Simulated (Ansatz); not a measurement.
Two members of one family (Series AlH2X), computed with Ansatz in the gas phase. Binding counts from free atoms in the multiplicity of their measured ground term, without zero-point energy. A dash marks a value that wasn't run or was left out as unsound. The structures are stationary points that may keep the symmetry of their start.

First: AlH2(CN) (singlet, charge 0, r2SCAN-D4/def2-TZVP geometry).

```xyz
5

Al   -0.2785   -0.4405   -0.4966
H    -1.5102    0.0950   -1.3135
H     0.3976   -1.8495   -0.6665
C     0.4720    0.7421    0.8393
N     0.9191    1.4529    1.6373
```

| level | HOMO (eV) | LUMO (eV) | gap (eV) | vertical IE (eV) | vertical triplet (eV) | binding per atom (eV) |
| --- | --- | --- | --- | --- | --- | --- |
| PBE-D4/def2-SVP | -7.84 | -3.28 | 4.57 | – | – | 3.82 |
| r2SCAN-D4/def2-TZVP | -8.26 | -3.07 | 5.19 | 11.28 | 4.52 | 3.70 |
| B97M-V/def2-TZVP | -8.28 | -3.26 | 5.02 | – | – | 3.77 |
| PBE0-D4/def2-TZVP | -9.24 | -2.56 | 6.67 | 11.51 | 4.82 | 3.69 |
| CAM-B3LYP-D4/def2-TZVP | -10.66 | -1.63 | 9.02 | – | – | 3.74 |

Second: AlH2(OH) (singlet, charge 0, r2SCAN-D4/def2-TZVP geometry).

```csv
atom,x (Å),y (Å),z (Å)
Al1,0.408,0.128,0.282
H2,0.354,1.710,0.272
H3,1.509,-0.721,1.022
O4,-0.776,-0.762,-0.545
H5,-1.495,-0.355,-1.031
```

What does the change do? Estimate second minus first.


```
                 level  Δ HOMO (eV)  Δ LUMO (eV)  Δ gap (eV)  Δ vertical IE (eV)  Δ vertical triplet (eV)  Δ binding per atom (eV)
       PBE-D4/def2-SVP         0.96         1.71        0.76                   –                        –                    -0.71
   r2SCAN-D4/def2-TZVP         0.89         1.74        0.85               -0.62                     0.67                    -0.55
      B97M-V/def2-TZVP         0.82         1.63        0.81                   –                        –                    -0.57
     PBE0-D4/def2-TZVP         0.86         1.60        0.74               -0.64                     0.60                    -0.61
CAM-B3LYP-D4/def2-TZVP         0.85         1.57        0.72                   –                        –                    -0.57
```
